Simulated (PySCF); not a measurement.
## Ionisation energy of O by level of theory

O [He] 2s2 2p4 (3P) → O⁺ [He] 2s2 2p3 (4S), as a difference of total energies. All numbers are calculated (PySCF 2.14, no relativity, point nucleus, in aug-cc-pVTZ with one added diffuse shell each of s, p, d, f type (6s5p4d3f, 62 functions)). Correlated levels: valence: 1s2 frozen. The calculations carry no spin-orbit coupling.

| method | ionisation energy (eV) |
| --- | --- |
| UHF | 12.032 |
| PBE | 14.063 |
| PBE0 | 13.852 |
| r2SCAN | 13.717 |
| BLYP | 14.152 |
| PW91 | 14.133 |
| CAM-B3LYP | 14.103 |
| MP2 (valence) | 13.335 |
| SCS-MP2 (valence) | 13.436 |

Q: Estimate what LDA gives.

A: 14.003 eV, closest to PBE among the rows shown.

Q: Estimate what BP86 gives.

A: 14.213 eV, closest to BLYP among the rows shown.

Errors of the correlated levels include the incompleteness of this basis and the frozen core.

For comparison: 13.608 eV (measured; NIST levels, between the centres of gravity of the two terms).
